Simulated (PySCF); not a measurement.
Method: PySCF energies plus ideal-gas RRHO corrections (1 bar). The comparison is the NASA 1993 polynomial table, which mixes measured and estimated data. All species are closed-shell singlets. The harmonic model lacks anharmonicity and excited electronic states, which grow with temperature; levels with a mode under 35 cm⁻¹ are left out.

Harmonic frequencies at PBE0/def2-TZVP (cm⁻¹): 532, 1217, 1420. Point group C2v; S°(298 K) = 248.0 J/mol/K at this level.

Q: Work out Cp and S° of gaseous SO₂ at 500, 800, 1200, 1600, 2000 K from these, and set them beside the table.

A: 
```tsv
T (K)	Cp PBE0/def2-TZVP	Cp table	S° PBE0/def2-TZVP	S° table
500	45.8	46.6	270.0	270.5
800	51.6	52.4	292.9	293.8
1200	54.8	55.6	314.6	315.8
1600	56.2	57.3	330.5	332.1
2000	56.9	58.3	343.2	345.0
```
Units J/mol/K.
